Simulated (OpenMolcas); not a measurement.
**A workflow on BCl2 (SMILES Cl[B]Cl)**

Wanted: the energy (UHF/STO-3G), then the energy (CASSCF(3,3)/STO-3G), then the energy (CASPT2(3,3)/STO-3G), then the energy (SC-NEVPT2(3,3)/STO-3G), then the energy (MRCI(3,3)/STO-3G) of BCl2. 

The results are computed with OpenMolcas 26.06.

3 further runs of the same task are left out: 1 for a known fault of the program, 2 set aside as unsound or not needed.

**1. The molecule**

BCl2: 3 atoms, total charge 0, spin state doublet. SMILES: `Cl[B]Cl`. The Cl1–B2 distance was set to 2.579 Å, away from the relaxed value.

Bond lengths: B2–Cl3 1.720 Å. A long bond or contact: Cl1–B2 2.579 Å.

**2. The energy at UHF/STO-3G (run 1)**

Input file input.xyz:

```xyz
3

Cl     0.789217    -2.263280     0.173456
B     -0.463900    -0.050300    -0.256900
Cl     0.081500     1.511100     0.213700
```

Input file step1.input:

```
&GATEWAY
  BasLib=$CurrDir
  Coord=input.xyz
  Basis=STO-3G
  Group=NoSym

&SEWARD

&SCF
  UHF
  Spin=2
  Scramble=0.25
  PrOrbitals=1 1
```

The basis set STO-3G is read from a file made from the Basis Set Exchange's data (not shown).

The run is started by

```console
export MOLCAS_MEM=1860
pymolcas step1.input > step1.log
```

What it wrote:

```text
--- Start Module: gateway ---
[...]
--- Stop Module: gateway /rc=_RC_ALL_IS_WELL_ ---
--- Start Module: seward ---
[...]
      Basis functions           23
--- Stop Module: seward /rc=_RC_ALL_IS_WELL_ ---
--- Start Module: scf ---
[...]
       Convergence after  24 Iterations
[...]
::    Total SCF energy                               -933.4213976560
[...]
      Total spin, S                                     0.6214780621
[...]
      Total electronic charge=   39.000000
      Total            charge=   -0.000000
[...]
      Dipole Moment (debye):
      Origin of the operator (angstrom)=    0.3131   -0.3318    0.1323
                   X= -1.2389E+00               Y=  1.2420E+00               Z= -5.3165E-01           Total=  1.8330E+00
      Quadrupole Moment (debye*angstrom):
[...]
--- Stop Module: scf /rc=_RC_ALL_IS_WELL_ ---
[...]
```

Run time: 1.7 s. Hardware: 1 thread of Arm Neoverse V2, shared host; peak memory 0.37 GiB.

**3. The energy at CASSCF(3,3)/STO-3G (run 2)**

input.xyz is that of step 2.

Input file step2.inp:

```
>>> EXPORT MOLCAS_PRINT=2

&GATEWAY
  BASLIB = $CurrDir
  COORD = input.xyz
  BASIS = STO-3G
  GROUP = NoSym

&SEWARD

&RASSCF
  FILEORB = $CurrDir/step1.UnaOrb
  SPIN = 2
  NACTEL = 3 0 0
  INACTIVE = 18
  RAS2 = 3
  ORBLISTING = Nothing
```

The basis set STO-3G is read from a file made from the Basis Set Exchange's data (not shown).

The run is started by

```console
export MOLCAS_MEM=1860
pymolcas step2.inp > step2.log
```

What it wrote:

```text
--- Start Module: gateway ---
[...]
--- Stop Module: gateway /rc=_RC_ALL_IS_WELL_ ---
--- Start Module: seward ---
[...]
      Basis functions           23
--- Stop Module: seward /rc=_RC_ALL_IS_WELL_ ---
--- Start Module: rasscf ---
[...]
      Number of active orbitals                  3
[...]
      Spin quantum number                      0.5
[...]
      Active orbitals                            3
[...]
      Number of CSFs                             8
[...]
      Number of root(s) required                 1
[...]
      Convergence after 14 iterations
[...]
      printout of CI-coefficients larger than  0.05 for root  1
      energy=    -933.439332
      conf/sym  111     Coeff  Weight
             1  2u0   0.95179 0.90591
             4  udu   0.18373 0.03376
             5  02u   0.10860 0.01179
             6  uud   0.10440 0.01090
             7  u02   0.07213 0.00520
             8  0u2   0.17417 0.03034
      Natural orbitals and occupation numbers for root  1
      sym 1:   1.864683   1.006890   0.128427
      ************************************************************************************************************************
      *                                                    Final results                                                     *
[...]
::    RASSCF root number  1 Total energy:   -933.43933166
[...]
      Total electronic charge=   39.000000
      Total            charge=   -0.000000
[...]
      Dipole Moment (debye):
      Origin of the operator (angstrom)=    0.3131   -0.3318    0.1323
                   X= -1.3411E+00               Y=  1.1659E+00               Z= -5.9554E-01           Total=  1.8742E+00
      Quadrupole Moment (debye*angstrom):
[...]
--- Stop Module: rasscf /rc=_RC_ALL_IS_WELL_ ---
[...]
```

Wall time 1.6 s (1 thread of Arm Neoverse V2, shared host); peak memory 0.37 GiB.

**4. A single-point energy at CASPT2(3,3)/STO-3G (run 3)**

input.xyz is that of step 3.

Input file step3.input:

```
* BCl2 CASPT2

&GATEWAY
  BasLib=$CurrDir
  Coord=input.xyz
  Basis=STO-3G
  Group=NoSym

&SEWARD

&RASSCF
  FileOrb=$CurrDir/step2.RasOrb
  Spin=2
  Nactel=3 0 0
  Inactive=18
  Ras2=3
  OrbListing=Nothing

&CASPT2
  Imaginary=0.1
  Frozen=11
```

The basis set STO-3G is read from a file made from the Basis Set Exchange's data (not shown).

The run is started by

```console
export MOLCAS_MEM=1860
pymolcas step3.input > step3.log
```

What it wrote:

```text
--- Start Module: gateway ---
[...]
--- Stop Module: gateway /rc=_RC_ALL_IS_WELL_ ---
[...]
      Basis functions           23
[...]
--- Start Module: rasscf ---
[...]
      Number of active orbitals                  3
[...]
      Spin quantum number                      0.5
[...]
      Active orbitals                            3
[...]
      Number of CSFs                             8
[...]
      Number of root(s) required                 1
[...]
      Convergence after  4 iterations
[...]
      printout of CI-coefficients larger than  0.05 for root  1
      energy=    -933.439332
      conf/sym  111     Coeff  Weight
             1  2u0   0.95179 0.90591
             4  udu   0.18373 0.03376
             5  02u   0.10860 0.01179
             6  uud   0.10440 0.01090
             7  u02   0.07213 0.00520
             8  0u2   0.17417 0.03034
      Natural orbitals and occupation numbers for root  1
      sym 1:   1.864683   1.006890   0.128427
      ************************************************************************************************************************
      *                                                    Final results                                                     *
[...]
::    RASSCF root number  1 Total energy:   -933.43933166
[...]
      Total electronic charge=   39.000000
      Total            charge=   -0.000000
[...]
      Dipole Moment (debye):
      Origin of the operator (angstrom)=    0.3131   -0.3318    0.1323
                   X= -1.3411E+00               Y=  1.1659E+00               Z= -5.9554E-01           Total=  1.8742E+00
      Quadrupole Moment (debye*angstrom):
[...]
--- Stop Module: rasscf /rc=_RC_ALL_IS_WELL_ ---
--- Start Module: caspt2 ---
[...]
 ###    WARNING: User changed nr of frozen orbitals.                         ###
 ###############################################################################
[...]
      E2 (Variational):          -0.0309723220
      Total energy:            -933.4703039813
[...]
      Reference weight:           0.97985
[...]
::    CASPT2 Root  1     Total energy:   -933.47030398
[...]
--- Stop Module: caspt2 /rc=_RC_ALL_IS_WELL_ ---
[...]
```

Wall time 1.5 s (1 thread of Arm Neoverse V2, shared host); peak memory 0.37 GiB.

**5. The energy at SC-NEVPT2(3,3)/STO-3G (run 4)**

input.xyz is that of step 4.

Input file step4.inp:

```
* BCl2 NEVPT2

&GATEWAY
 BasLib
 $CurrDir
 Coord
 input.xyz
 Basis
 STO-3G
 Group
 NoSym

&SEWARD

&RASSCF
 FileOrb
 $CurrDir/step2.RasOrb
 Spin
 2
 Nactel
 3 0 0
 Inactive
 18
 Ras2
 3
 OrbListing
 Nothing

&CASPT2
 SC-NEVPT2
 Frozen
 11
```

The basis set STO-3G is read from a file made from the Basis Set Exchange's data (not shown).

The run is started by

```console
export MOLCAS_MEM=1860
pymolcas step4.inp > step4.log
```

What it wrote:

```text
--- Start Module: gateway ---
[...]
--- Stop Module: gateway /rc=_RC_ALL_IS_WELL_ ---
[...]
      Basis functions           23
[...]
--- Start Module: rasscf ---
[...]
      Number of active orbitals                  3
[...]
      Spin quantum number                      0.5
[...]
      Active orbitals                            3
[...]
      Number of CSFs                             8
[...]
      Number of root(s) required                 1
[...]
      Convergence after  4 iterations
[...]
      printout of CI-coefficients larger than  0.05 for root  1
      energy=    -933.439332
      conf/sym  111     Coeff  Weight
             1  2u0   0.95179 0.90591
             4  udu   0.18373 0.03376
             5  02u   0.10860 0.01179
             6  uud   0.10440 0.01090
             7  u02   0.07213 0.00520
             8  0u2   0.17417 0.03034
      Natural orbitals and occupation numbers for root  1
      sym 1:   1.864683   1.006890   0.128427
      ************************************************************************************************************************
      *                                                    Final results                                                     *
[...]
::    RASSCF root number  1 Total energy:   -933.43933166
[...]
      Total electronic charge=   39.000000
      Total            charge=   -0.000000
[...]
      Dipole Moment (debye):
      Origin of the operator (angstrom)=    0.3131   -0.3318    0.1323
                   X= -1.3411E+00               Y=  1.1659E+00               Z= -5.9554E-01           Total=  1.8742E+00
      Quadrupole Moment (debye*angstrom):
[...]
--- Stop Module: rasscf /rc=_RC_ALL_IS_WELL_ ---
--- Start Module: caspt2 ---
[...]
 ###    WARNING: User changed nr of frozen orbitals.                         ###
 ###############################################################################
[...]
      E2 (Variational):          -0.0295487821
[...]
      E2 (Variational):          -0.0293620105
      Total energy:            -933.4686936699
[...]
      Reference weight:           0.98185
[...]
::    SC-NEVPT2 Root  1     Total energy:   -933.46869367
[...]
--- Stop Module: caspt2 /rc=_RC_ALL_IS_WELL_ ---
[...]
```

It took 1.5 s on 1 thread of Arm Neoverse V2, shared host; peak memory 0.37 GiB.

**6. The energy at MRCI(3,3)/STO-3G (run 5)**

input.xyz is that of step 5.

Input file step5.input:

```
>>> EXPORT MOLCAS_PRINT=2

&GATEWAY
 BasLib=$CurrDir
 Coord=input.xyz
 Basis=STO-3G
 Group=NoSym

&SEWARD

&RASSCF
 FileOrb=$CurrDir/step2.RasOrb
 Spin=2
 Nactel=3 0 0
 Inactive=18
 Ras2=3
 OrbListing=Nothing

&MOTRA
 LumOrb
 Frozen=11

&GUGA
 Electrons=17
 Spin=2
 Inactive=7
 Active=3
 CIAll=1

&MRCI
 SDCI
```

The basis set STO-3G is read from a file made from the Basis Set Exchange's data (not shown).

The run is started by

```console
export MOLCAS_MEM=1860
pymolcas step5.input > step5.log
```

What it wrote:

```text
--- Start Module: gateway ---
[...]
--- Stop Module: gateway /rc=_RC_ALL_IS_WELL_ ---
[...]
      Basis functions           23
[...]
      Number of active orbitals                  3
[...]
      Spin quantum number                      0.5
[...]
      Active orbitals                            3
[...]
      Number of CSFs                             8
[...]
      Number of root(s) required                 1
[...]
      Convergence after  4 iterations
[...]
      printout of CI-coefficients larger than  0.05 for root  1
      energy=    -933.439332
      conf/sym  111     Coeff  Weight
             1  2u0   0.95179 0.90591
             4  udu   0.18373 0.03376
             5  02u   0.10860 0.01179
             6  uud   0.10440 0.01090
             7  u02   0.07213 0.00520
             8  0u2   0.17417 0.03034
      Natural orbitals and occupation numbers for root  1
      sym 1:   1.864683   1.006890   0.128427
      ************************************************************************************************************************
      *                                                    Final results                                                     *
[...]
::    RASSCF root number  1 Total energy:   -933.43933166
[...]
      Dipole Moment (debye):
      Origin of the operator (angstrom)=    0.3131   -0.3318    0.1323
                   X= -1.3411E+00               Y=  1.1659E+00               Z= -5.9554E-01           Total=  1.8742E+00
      Quadrupole Moment (debye*angstrom):
[...]
      *** WARNING: Default frozen orbitals is overwritten by user input.
      *** Default values:  11
[...]
--- Start Module: guga ---
[...]
--- Stop Module: guga /rc=_RC_ALL_IS_WELL_ ---
--- Start Module: mrci ---
[...]
       (But an ACPF correction will be computed)
       USE THE DEFAULT ACPF G-VALUE GFAC=  0.11764705882352941
[...]
                      CI ENERGY:  -933.48262570
[...]
                ACPF CORRECTION:    -0.00242208
[...]
      Total electronic charge=   39.000000
      Total            charge=   -0.000000
[...]
     ACPF CORRECTION:     -0.00242208
[...]
  CI State   1     Total energy:   -933.48262570     QDav:     -0.00276566     QACPF:     -0.00242208
[...]
--- Stop Module: mrci /rc=_RC_ALL_IS_WELL_ ---
[...]
```

Wall time 2.1 s (1 thread of Arm Neoverse V2, shared host); peak memory 0.37 GiB.

**7. Summary of results**

| quantity | value |
| --- | --- |
| run 1, UHF/STO-3G: total energy | -933.42140 Eh |
| run 1, UHF/STO-3G: dipole moment | 1.83 D |
| run 1, UHF/STO-3G: HOMO energy (highest over α and β) | -9.44 eV |
| run 1, UHF/STO-3G: LUMO energy (lowest over α and β) | 2.40 eV |
| run 1, UHF/STO-3G: ⟨S²⟩ | 1.008 |
| run 2, CASSCF(3,3)/STO-3G: total energy | -933.43933 Eh |
| run 2, CASSCF(3,3)/STO-3G: dipole moment (CASSCF density) | 1.87 D |
| run 3, CASPT2(3,3)/STO-3G: total energy | -933.47030 Eh |
| run 3, CASPT2(3,3)/STO-3G: dipole moment (CASSCF density) | 1.87 D |
| run 4, SC-NEVPT2(3,3)/STO-3G: total energy | -933.46869 Eh |
| run 4, SC-NEVPT2(3,3)/STO-3G: dipole moment (CASSCF density) | 1.87 D |
| run 5, MRCI(3,3)/STO-3G: total energy | -933.48263 Eh |
| run 5, MRCI(3,3)/STO-3G: dipole moment (CASSCF density) | 1.87 D |

**Reading.** ⟨S²⟩ (run 1, UHF/STO-3G) is 1.01 where a pure doublet has 0.75: the reference is spin-contaminated. Mulliken charges (run 1, UHF/STO-3G) run from -0.18 on Cl3 to +0.35 on B2; they depend strongly on the basis. Mulliken charges (run 2, CASSCF(3,3)/STO-3G) run from -0.18 on Cl3 to +0.36 on B2. Mulliken charges (run 3, CASPT2(3,3)/STO-3G) of the CASSCF density run from -0.18 on Cl3 to +0.36 on B2. Mulliken charges (run 4, SC-NEVPT2(3,3)/STO-3G) of the CASSCF density run from -0.18 on Cl3 to +0.36 on B2.
